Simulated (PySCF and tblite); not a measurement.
C₃H₇NO, numbered as in [CH3:1][NH:2][C:3]([CH3:4])=[O:5].

Level: PBE0-D3(BJ)/def2-TZVP (IEF-PCM, chloroform)//PBE0-D3(BJ)/def2-SVP, thermal terms from GFN2-xTB, symmetry numbers and mirror pairs counted. Conformers within 3 kcal/mol (GFN2-xTB free energy) were kept, 8 at most. GIAO shieldings: WP04/pcSseg-1 (IEF-PCM, chloroform). Shifts are against TMS (¹H), TMS (¹³C), NH3 (¹⁵N) at the same level. (PySCF 2.14, tblite 0.8.)

Torsions listed: C1–N2–C3–O5.

```tsv
conformer	shape	weight %	dipole D
1	1°	100.0	4.73
```

**Question.** How do the computed shifts compare with measured ones?

**Answer.** 
| nucleus | signal | leading conformer | average | measured | medium |
| --- | --- | --- | --- | --- | --- |
| ¹H | H1 | 2.87 | 2.87 | 2.79 | not stated per compound (mostly CDCl3 or CCl4) |
| ¹³C | C1 | 28.2 | 28.2 | 26.1 | not stated per compound (mostly CDCl3 or CCl4) |

Measured values: Pretsch, Buehlmann, Badertscher, Structure Determination of Organic Compounds, 4th ed. (2009).  The computed shifts are unscaled and lack vibrational corrections.


¹⁵N shifts are against a computed isolated NH3 molecule, about 20 ppm from the liquid.